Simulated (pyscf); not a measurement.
Thermochemistry of product channels of H₃C–CH(F)–F (SMILES CC(F)F) + Cl• (SMILES [Cl]) on the doublet surface, in kcal/mol, from CCSD(T)/def2-TZVPP + ΔMP2(QZVPP) energies (ideal gas, 1 atm, RRHO with modes under 100 cm⁻¹ raised to 100, one conformer, R ln 2 for chiral ones without a mode under 150 cm⁻¹). Single points on ωB97X-D3(BJ)/def2-SVP structures (PySCF, gas phase). MP2 and CC: frozen core, UHF for open shells. ΔMP2 is the change of the MP2 total energy from the triple- to the quadruple-zeta basis.

```json
[
 {"products": "H₃C–C•(F)–F (SMILES C[C](F)F) + HCl (SMILES Cl)", "ΔE": "?", "ΔH(298 K)": "-1.9", "ΔG(900 K)": "-9.9", "ΔG(1200 K)": "-12.6"},
 {"products": "•H₂C–CH(F)–Cl (SMILES [CH2]C(F)Cl) + HF (SMILES F)", "ΔE": "?", "ΔH(298 K)": "+3.0", "ΔG(900 K)": "-6.7", "ΔG(1200 K)": "-10.3"},
 {"products": "H₃C–C•(F)–Cl (SMILES C[C](F)Cl) + HF (SMILES F)", "ΔE": "?", "ΔH(298 K)": "-1.8", "ΔG(900 K)": "-11.0", "ΔG(1200 K)": "-14.3"}
]
```

### Question
Fill in the missing entries.

### Answer

- H₃C–C•(F)–F (SMILES C[C](F)F) + HCl (SMILES Cl), ΔE: +1.6
- •H₂C–CH(F)–Cl (SMILES [CH2]C(F)Cl) + HF (SMILES F), ΔE: +6.5
- H₃C–C•(F)–Cl (SMILES C[C](F)Cl) + HF (SMILES F), ΔE: +1.0

These are energies of the channels, which say nothing of barriers. The CCSD(T) − MP2 part came from Ansatz, without density fitting, on the same reference. Left out: orbital degeneracy and the spin-orbit lowering of Cl.
